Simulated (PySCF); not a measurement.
## Working out the ionisation energy of Al

Al [Ne] 3s2 3p1 (2P) → Al⁺ [Ne] 3s2 (1S). Calculation: PySCF 2.14, in 6-31G* (4s3p1d, 18 functions); the non-relativistic Hamiltonian (point nucleus). Frozen: [Ne]. Energies in hartree (1 hartree = 27.21139 eV):

```csv
part,Al (lower),Al⁺ (upper)
UHF,-241.856351,-241.652048
CCSD correlation,-0.043536,-0.038926
(T),-0.000524,0.000000
```

Problem. What does Hartree-Fock give?

Solution. (-241.652048) − (-241.856351) = 0.204303 hartree = 5.559 eV.

Problem. What do CCSD and CCSD(T) give?

Solution. The CCSD correlation energies differ by 0.004610 hartree = 0.125 eV and the triples by 0.000524 hartree = 0.014 eV, so CCSD gives 5.684 eV and CCSD(T) 5.698 eV.

Measured between the centres of the two terms (NIST): 5.977 eV, so CCSD(T) (valence) is off by -0.279 eV.

What remains against the reference includes basis incompleteness, the frozen core and higher excitations.
